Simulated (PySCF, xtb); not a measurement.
hydrogen chloride (ClH), SMILES Cl.

GFN2-xTB run with xtb at its own geometry gives an orbital gap of 9.18 eV and a dipole moment of 1.05 D.

Geometry: PBE0-D3(BJ)/def2-TZVPD.

**Question.** What does PySCF with PBE/def2-TZVPD give? (Estimate from the structure and the level; the computed values follow.)

**Answer.** gap 7.06 eV (levels -8.04 and -0.98 eV), dipole 1.08 D.
